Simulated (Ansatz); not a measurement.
Reaction (SMILES): N (NH3) → 3 H atom + N atom
B3LYP-D3(BJ)/def2-TZVP geometries, fixed; electronic energies without zero-point terms.

Basis-set convergence of the atomisation energy at PBE with Ansatz (an electronic-structure program). Cartesian d functions, on some or all atoms, in 6-31G**; all else is spherical. The program fits the integrals of some runs and decomposes those of others, by size. Open shells are unrestricted. No added dispersion term, no relativity. Functions are those of the species that has most. Reference: the value in pcseg-4, 302.12 kcal/mol, itself unsure by roughly 0.06 kcal/mol (its mean distance from aug-pcseg-3, aug-cc-pVQZ, cc-pV5Z). Deviations are taken from unrounded values.

```json
[
 {"basis": "6-31G", "functions": "15", "atomisation energy (kcal/mol)": "281.46", "minus reference (kcal/mol)": "-20.65"},
 {"basis": "6-31G**", "functions": "30", "atomisation energy (kcal/mol)": "297.86", "minus reference (kcal/mol)": "-4.25"},
 {"basis": "6-311+G**", "functions": "40", "atomisation energy (kcal/mol)": "299.49", "minus reference (kcal/mol)": "-2.63"},
 {"basis": "def2-SVPD", "functions": "44", "atomisation energy (kcal/mol)": "304.02", "minus reference (kcal/mol)": "1.91"},
 {"basis": "6-311++G(2d,2p)", "functions": "57", "atomisation energy (kcal/mol)": "301.25", "minus reference (kcal/mol)": "-0.87"},
 {"basis": "def2-TZVPPD", "functions": "88", "atomisation energy (kcal/mol)": "302.17", "minus reference (kcal/mol)": "0.05"},
 {"basis": "aug-cc-pVTZ", "functions": "115", "atomisation energy (kcal/mol)": "301.59", "minus reference (kcal/mol)": "-0.53"},
 {"basis": "aug-pcseg-2", "functions": "115", "atomisation energy (kcal/mol)": "302.00", "minus reference (kcal/mol)": "-0.12"},
 {"basis": "cc-pV5Z", "functions": "256", "atomisation energy (kcal/mol)": "302.02", "minus reference (kcal/mol)": "-0.10"}
]
```
